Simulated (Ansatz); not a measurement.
A made-up structure of AlSiH4, doublet:

Al1  (0.499, -0.681, 1.147)
Si2  (-0.232, 0.431, -0.132)
H3  (0.919, -1.747, 0.252)
H4  (-1.477, -0.271, -0.839)
H5  (0.837, 0.853, -1.239)
H6  (-0.546, 1.416, 0.811)
(Å)

It is relaxed with PBE-D4/def2-SVP and then PBE0-D4/def2-TZVP (Ansatz 0.2.0). Atoms count as bonded within 1.22 times the sum of their covalent radii (H–H: 0.88 Å). The end point is not checked to be a true minimum.

Q: Does its bonding change? (A judgement: the text doesn't fix the answer.)

A: The calculation gives: No: no bond forms or breaks.

Where it ends: The first stage lowers the energy by 4.47 eV in 7 steps. It ends as AlSiH₄ ([AlH][SiH3]):
| atom | x (Å) | y (Å) | z (Å) |
| --- | --- | --- | --- |
| Al1 | 0.7347 | -1.1146 | 1.2258 |
| Si2 | -0.3313 | 0.6110 | -0.1933 |
| H3 | 1.2929 | -2.4376 | 0.5093 |
| H4 | -1.5325 | 0.0512 | -0.8815 |
| H5 | 0.6115 | 1.0910 | -1.2470 |
| H6 | -0.7753 | 1.7991 | 0.5867 |

Labels in which every atom is bracketed show which atoms are joined, not bond orders.

For scale, one of the runs: PBE0-D4/def2-TZVP relaxation, 98 basis functions, launched by `ansatz run in.yaml --threads 2 --pin off --events-out ev --progress --plain --max-ram 4352MiB`. The run took about 7.5 s on 2 CPU threads of an Arm Neoverse V2 (shared host).
